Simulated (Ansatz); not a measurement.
Total energies of BH2Et (C₂H₇B) from Ansatz at r2SCAN-D4/def2-TZVPD, gas phase (1 Eh = 27.2114 eV = 2625.5 kJ/mol). The reference geometry is relaxed at PBE-D4/def2-TZVP.

```csv
state,geometry,energy (Eh)
charge 0 singlet,reference,-105.20777
charge -1 doublet,reference,-105.19497
free B atom (doublet),–,-24.63682
free H atom (doublet),–,-0.49993
free C atom (triplet),–,-37.83299
```

**Question.** Work out the vertical electron affinity, to the doublet.

**Answer.** E(charge 0 singlet) − E(charge -1 doublet) = -105.20777 − (-105.19497) = -0.01280 Eh = -0.35 eV; negative, so the extra electron isn't bound.

**Question.** What is the binding energy per atom against free atoms?

**Answer.** Atoms: 1 × (-24.63682) + 7 × (-0.49993) + 2 × (-37.83299) = -103.80231 Eh. Binding: -103.80231 − (-105.20777) = 1.40546 Eh = 38.24 eV, or 3.82 eV for each of 10 atoms (no zero-point energy, no counterpoise term).

At r2SCAN-D4/def2-TZVPD the highest occupied level of the charge -1 doublet lies above zero (up to 2.54 eV). By energy differences it is unbound by 0.35 eV (vertical, against the charge 0 singlet, at r2SCAN-D4/def2-TZVPD) and held by the finite basis.
